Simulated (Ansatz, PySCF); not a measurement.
Process, species as SMILES: C[C]=O -> C[C-]=O (an electron is taken up)
Structures are relaxed separately at B3LYP-D3(BJ)/def2-TZVP in Ansatz (a program for electronic structure). High T1 diagnostic, so coupled cluster is less sure: C[C-]=O.

Property: adiabatic electron affinity (0 K, with B3LYP-D3(BJ) harmonic zero-point energies from PySCF), positive where the reaction releases energy, in eV. Cores are frozen in the correlated levels unless marked. UHF or UKS for open shells. Spin-orbit coupling is left out. Non-relativistic. Anions need diffuse functions: aug- sets have them; def2-D sets add few; the other sets have none. CBS(X,Y): correlation extrapolated as X^-3; Hartree-Fock from the larger set. The bracket is a focal-point correction in the basis named.

```
level                                                                 program  adiabatic electron affinity (eV)
-------------------------------------------------------------  --------------  --------------------------------
HF/cc-pVTZ                                                             Ansatz                             -1.17
PBE-D3(BJ)/def2-TZVPD                                          Ansatz + dftd3                              0.37
BLYP-D4/def2-TZVPD                                             Ansatz + dftd4                              0.43
revPBE-D3(BJ)/def2-TZVPD                                       Ansatz + dftd3                              0.33
revPBE/def2-TZVPD                                                      Ansatz                              0.33
B97M-V/def2-TZVPD                                                      Ansatz                              0.42
PBE0/def2-TZVP                                                         Ansatz                             -0.06
PBE0/def2-QZVPP                                                        Ansatz                              0.08
r2SCAN0/def2-TZVPD                                                     Ansatz                              0.07
PW6B95-D4/def2-TZVPD                                            PySCF + dftd4                              0.28
HSE06-D3(BJ)/def2-TZVPD                                        Ansatz + dftd3                              0.18
LC-wPBE-D4/def2-TZVPD                                          Ansatz + dftd4                              0.16
wB97X-V/def2-TZVPD                                                     Ansatz                              0.24
RPA@PBE/cc-pVQZ                                                        Ansatz                              0.43
MP2/cc-pVTZ                                                            Ansatz                             -0.19
RI-MP2/aug-cc-pVQZ                                                     Ansatz                              0.39
SCS-MP2/aug-cc-pVDZ                                                    Ansatz                              0.29
CCSD/aug-cc-pVDZ                                                       Ansatz                              0.28
CCSD(T)/6-31G*                                                         Ansatz                             -1.01
CCSD(T)/cc-pVDZ                                                         PySCF                             -0.70
RI-MP2/CBS(aug-cc-pVTZ,aug-cc-pVQZ)+[CCSD(T)-MP2]/aug-cc-pVDZ          Ansatz                              0.52
```
